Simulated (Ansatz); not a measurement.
# N2 (triplet): geometry optimisation

Aim: relax a generated start of N2 (triplet) and see which bonds hold.

The runs use Ansatz 0.2.0, Gaussian basis; UKS PBE0/def2-TZVP.

**1. Starting geometry**

2 atoms, charge 0, spin multiplicity 3.

Atoms are counted from 1 here; the program's logs count them from 0.

Bond lengths: N1–N2 1.321 Å.

As a file:

```xyz
2
N2
N     0.00000    0.00000    0.00000
N     0.00000    0.00000    1.32060
```

The start is set by covalent radii. Sticks and bond lists go by distance. 

**2. The run**

File in.yaml:

```yaml
crystal:
  periodic: [false, false, false]
  atoms:
    - {symbol: N, position_ang: [0.000000, 0.000000, 0.000000]}
    - {symbol: N, position_ang: [0.000000, 0.000000, 1.320600]}
basis:
  gaussian: {orbitals: def2-TZVP}
magnetization: {spin_polarized: true, initial_magnetization: 2}
hamiltonian: {xc: pbe0}
relax: {f_tol: 0.004, max_steps: 80}
```

The run is started by

```
$ ansatz run in.yaml --threads 1 --pin off --events-out ev --progress --plain --max-ram 1740MiB
```

Before running it: what results should come out? Wanted: energy gained; shift from the start; total energy; dipole moment; ⟨S²⟩.

The runs gave:

```
                  quantity          value
                     steps              4
             energy gained       0.089 eV
shift from the start (rms)        0.027 Å
              total energy  -2971.7774 eV
             dipole moment         0.00 D
                      ⟨S²⟩          2.006
```

The bonds of the start are those of the end. N1–N2 went from 1.321 to 1.266 Å. No vibrations were run, so this is a stationary point, not a proven minimum, and this spin need not be the ground state's.
